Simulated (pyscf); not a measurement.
Optimised with ωB97X-D3(BJ)/def2-SVP in PySCF.

Question: ammonia (NH₃) + H₂N–SiH•–NH₂ -> H₂N–Si•(NH₂)–NH₂ + hydrogen (H₂)
Surface: doublet. Broken: H–N, H–Si. Formed: N–Si, H–H. Give ΔE‡ and ΔE from ωB97M-D3(BJ)/def2-TZVP, relative to the separated reactants.

Answer: ΔE‡ = 34.1 kcal/mol, ΔE = -9.5 kcal/mol. Zero-point energy shifts the barrier by -0.4 kcal/mol. It is a four-centre exchange, with an imaginary mode of 1455i cm⁻¹. At the saddle there is also a short H–Si contact that neither side keeps. One saddle was located; it need not be the lowest between these sides.
